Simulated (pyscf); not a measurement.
Li–CH₃ + H• → Li• + CH₄, a substitution at C (doublet surface; C–Li broken, C–H formed). Single points on ωB97X-D3(BJ)/def2-SVP structures (PySCF, gas phase). MP2 and CC: frozen core, UHF for open shells. ΔMP2 is the change of the MP2 total energy from the triple- to the quadruple-zeta basis. Energies in kcal/mol from the separated reactants.

Small-basis levels: PySCF, no dispersion term, spherical d functions. AM1 to PM7: differences of heats of formation from MOPAC, which are fitted to 298 K values and so differ in kind from electronic energies by zero-point and thermal terms. Open shells are spin-unrestricted. 

```
level                             barrier  reaction energy
--------------------------------  -------  ---------------
SVWN5/6-31G*                        -13.9            -68.6
B3LYP/STO-3G                          [?]            -92.0
B3LYP/6-311+G**                      -2.3            -64.7
B3LYP/def2-SVP                       -1.9            -64.2
AM1                                  -1.9            -48.7
PM3                                  -7.4            -52.7
PM7                                   [?]            -54.2
CCSD(T)/def2-TZVPP + ΔMP2(QZVPP)      [?]            -63.7
```

### Question
What belongs in the gaps?

### Answer

- B3LYP/STO-3G, barrier: -3.4
- PM7, barrier: 1.1
- CCSD(T)/def2-TZVPP + ΔMP2(QZVPP), barrier: 4.0

Against the last row the barrier runs from -17.9 (SVWN5/6-31G*) to -2.9 kcal/mol (PM7). At SVWN5/6-31G*, B3LYP/STO-3G, B3LYP/6-311+G**, B3LYP/def2-SVP, AM1, PM3 this geometry lies under one side, so the entry may be no barrier of that level: it is a single point on another level's saddle. CCSD(T)/def2-TZVPP + ΔMP2(QZVPP) has limits of its own. One saddle was located; it need not be the lowest between these sides. The angle at the attacked C is 180°. The CCSD(T) − MP2 part came from Ansatz, without density fitting, on the same reference. An open-shell T1 diagnostic exceeds 0.045. A UHF reference is spin-contaminated (<S²> up to 1.16), which harms MP2 most. The frozen core leaves the outer d or s,p core shells of the metals and heavy elements correlated in the MP2 and CC values, and def2-TZVPP describes them poorly, which can shift differences by a few kcal/mol.
